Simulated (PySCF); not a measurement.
Gas-phase reaction: 3 (CH3)2NH ⇌ 3 NH3 + C2H6 + 2 C2H3 (vinyl)

Computed with PySCF (xtb for GFN2) and rigid-rotor harmonic-oscillator thermochemistry at 1 bar. † marks an energy on the PBE0/def2-TZVP geometry and frequencies; other levels use their own. Open shells (unrestricted): C2H3 (vinyl) (multiplicity 2); the rest are closed-shell singlets. GFN2 has no spin-polarisation term. B3LYP is the form with VWN-RPA correlation. The harmonic model lacks anharmonicity and excited electronic states, which grow with temperature; levels with a mode under 35 cm⁻¹ are left out. Internal rotation in (CH3)2NH, C2H6 is treated as a harmonic vibration of one conformer, which makes the entropy rough.

```
level               ΔE electronic, kJ  ΔH°(298 K), kJ  ΔS°(298 K), J/K  ΔG°(1600 K), kJ
------------------  -----------------  --------------  ---------------  ---------------
B3LYP/def2-TZVP†                  444             396              458             -342
GFN2-xTB                          847             800              458               63
PBE/def2-SVP                      567             521              461             -220
PBE/def2-TZVP†                    486             438              458             -301
PBE0/def2-QZVP†                   489             441              458             -298
PBE0/def2-SVP†                    576             528              458             -210
LDA/def2-TZVP†                    642             594              458             -145
ωB97X-V/def2-TZVP†                528             480              458             -259
```
ΔH° is lowest at B3LYP/def2-TZVP† and highest at GFN2-xTB. No reference value is set beside these.
